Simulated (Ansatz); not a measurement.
```yaml
crystal:
  periodic: [false, false, false]
  atoms:
    - {symbol: Si, position_ang: [-0.433228, -0.003495, -0.000679]}
    - {symbol: B, position_ang: [1.385275, 0.011176, 0.002171]}
    - {symbol: H, position_ang: [-1.402497, 1.124966, -0.004662]}
    - {symbol: H, position_ang: [-1.384171, -1.147448, 0.000294]}
basis:
  gaussian: {orbitals: def2-TZVP}
magnetization: {spin_polarized: true, initial_magnetization: 3}
hamiltonian: {xc: pbe0}
relax: {f_tol: 0.004, max_steps: 80}
```

```sh
$ ansatz run in.yaml --threads 1 --pin off --events-out ev --progress --plain --max-ram 2176MiB
```

Steps of the relaxation (energy above the last step; positions in Å, forces in eV/Å):

```
4
step 1, 76.1 meV
Si   -0.433   -0.003   -0.001   -1.536   -0.012   -0.002
B     1.385    0.011    0.002    1.027    0.008    0.002
H    -1.402    1.125   -0.005    0.252    0.349    0.000
H    -1.384   -1.147    0.000    0.257   -0.345    0.001
```

```
4
step 2, 9.0 meV
Si   -0.488   -0.004   -0.001   -0.677   -0.005   -0.001
B     1.356    0.011    0.002    0.567    0.005    0.001
H    -1.361    1.212   -0.005    0.056   -0.143    0.000
H    -1.341   -1.234    0.001    0.054    0.144    0.000
```

```
4
step 3, 0.2 meV
Si   -0.493   -0.004   -0.001   -0.083   -0.001    0.000
B     1.377    0.011    0.002    0.000    0.000    0.000
H    -1.369    1.203   -0.005    0.042   -0.045    0.000
H    -1.350   -1.225    0.001    0.041    0.046    0.000
```

```
4
step 5, 0.0 meV
Si   -0.495   -0.004   -0.001    0.000    0.000    0.000
B     1.375    0.011    0.002    0.000    0.000    0.000
H    -1.367    1.202   -0.005    0.000    0.000    0.000
H    -1.348   -1.224    0.001    0.000    0.000    0.000
```

Close pairs at the end: Si1–H4 1.488 Å, Si1–H3 1.488 Å, Si1–B2 1.871 Å.

A stationary point of unrestricted PBE0 after 5 steps, with ⟨S²⟩ = 3.753 against 3.75 for a pure state; no frequencies were run, so it isn't proven a minimum. 8 s on 1 thread of Intel Xeon Platinum 8488C, shared host.
